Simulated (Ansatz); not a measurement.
Geometry optimisation, Ansatz, RKS r2SCAN/def2-SVPD.

The input (input.yaml):

```yaml
crystal:
  periodic: [false, false, false]
  atoms:
    - { symbol: Al, position_ang: [0.0, 0.0, 0.0] }
    - { symbol: H, position_ang: [0.0, 0.0, 1.91] }
    - { symbol: H, position_ang: [1.351, 0.0, -0.78] }
    - { symbol: H, position_ang: [-1.351, 0.0, -0.78] }
    - { symbol: P, position_ang: [0.1078, -2.446, 0.8135] }
    - { symbol: H, position_ang: [-0.6605, -3.268, -0.0528] }
    - { symbol: H, position_ang: [1.4574, -2.8876, 0.8103] }
    - { symbol: H, position_ang: [0.043, -0.9763, 1.965] }
basis:
  gaussian: { orbitals: def2-SVPD }
hamiltonian:
  xc: r2scan
relax:
  f_tol: 0.15
  max_steps: 25
  restrain:
    - { distance: [0, 4], at: 3.48, k: 30.0 }
    - { distance: [7, 1], at: 1.86, k: 30.0 }
    - { distance: [0, 1], at: 1.56, k: 30.0 }
    - { distance: [7, 4], at: 1.42, k: 30.0 }
```

Launched with:

```bash
$ ansatz run input.yaml --threads 4 --pin off --max-ram 5120MiB --backend cpu --events-out ev --progress --plain --runs-dir out
```

Q: Where does it end, and by what steps?

A: The run converged. The restraints hold the end off the free minimum; the threshold counts their pulls, which the force column leaves out. Restrained pairs: Al1–P5 (2.58 → 3.47 Å), H2–H8 (0.98 → 1.87 Å), Al1–H2 (1.91 → 1.57 Å), P5–H8 (1.87 → 1.43 Å). After 6 steps the energy has fallen by 1.459 eV (the restraints' own energy left out); P5 moved furthest, 0.78 Å.

| step | energy less start (eV) | largest force component (eV/Å) | accepted |
| --- | --- | --- | --- |
| 0 | 0.0000 | 2.463 | yes |
| 1 | 0.2910 | 1.948 | yes |
| 2 | 0.0380 | 1.783 | yes |
| 3 | -0.5364 | 1.562 | yes |
| 4 | -1.2306 | 1.005 | yes |
| 5 | -1.4561 | 0.389 | yes |
| 6 | -1.4587 | 0.407 | yes |

```xyz
8
Properties=species:S:1:pos:R:3
Al 0.004 0.218 0.031
H -0.065 0.314 1.596
H 1.412 0.254 -0.702
H -1.339 0.102 -0.807
P 0.162 -2.976 1.385
H -0.640 -3.048 0.203
H 1.387 -2.887 0.655
H 0.027 -1.555 1.526
```

Time of the run: 8.6 s on 4 threads of Arm Neoverse V2, on a shared host, peak memory 0.18 GiB.
